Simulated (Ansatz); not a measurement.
The input, for Ansatz 0.2.0:

```yaml
crystal:
  periodic: [false, false, false]
  atoms:
    - {symbol: Sb, position_ang: [0.000000, -0.034627, 0.000001]}
    - {symbol: H, position_ang: [0.000000, 2.091458, -2.133704]}
    - {symbol: H, position_ang: [0.000000, 2.091561, 2.133603]}
basis:
  gaussian: {orbitals: def2-SVP}
total_charge: 1
correlation: {method: fic_mrcisd_q, electrons: outside_noble_gas, active_space: {window: {electrons: 6, orbitals: 6}, shells: [{species: H, l: s, shell: 1}, {species: Sb, l: s, shell: 5}, {species: Sb, l: p, shell: 5}]}}
```

```sh
$ ansatz run in.yaml --threads 1 --pin off --events-out ev --progress --plain --max-ram 2393MiB
```

Output:

```
742 factors; integrals over basis functions are off by at most 7.2e-8 eV
mean field evaluation 1: about -6525.5347 eV, gradient 5.9e0 eV
mean field evaluation 2: about -6525.5329 eV, gradient 5.9e0 eV
mean field evaluation 4: about -6525.7768 eV, gradient 1.0e0 eV
mean field evaluation 8: about -6525.7830 eV, gradient 3.4e-3 eV
mean field -6525.78303094 eV, -239.8181030525 hartree, gradient 1.2e-6 eV, S^2 0.000000; 0 other end points of the search recorded, 0 dependent functions left out; unrestricted orbitals would lower it
reference -6525.78303094 eV, -239.8181030525 hartree; 12, 12 occupied and 24, 24 virtual orbitals, 742 factors
state -6530.33056930 eV, -239.9852220047 hartree
contracted CI cycle   1: correlation 0.00000000 eV, 0.0000000000 hartree, residual 6.43e0 eV
contracted CI cycle   2: correlation -1.13526547 eV, -0.0417202365 hartree, residual 1.24e0 eV
contracted CI cycle   3: correlation -1.16745988 eV, -0.0429033593 hartree, residual 2.57e-1 eV
contracted CI cycle   4: correlation -1.16883034 eV, -0.0429537228 hartree, residual 4.97e-2 eV
contracted CI cycle   5: correlation -1.16888714 eV, -0.0429558102 hartree, residual 1.40e-2 eV
contracted CI cycle   6: correlation -1.16889056 eV, -0.0429559356 hartree, residual 2.84e-3 eV
contracted CI cycle   7: correlation -1.16889072 eV, -0.0429559417 hartree, residual 7.25e-4 eV
state -6530.33056930 eV, -239.9852220047 hartree; corrected -6531.54242402 eV, -240.0297568445 hartree
Total energy: -6531.54242402 eV, -240.0297568445 hartree
Checks for a lower state left out: starts, orbital_swaps
```

For the same geometry and basis full CI lies 12.7 meV higher.

Ran on 1 thread of Intel Xeon, shared host: 3.7 s wall, 0.17 GiB peak host memory.
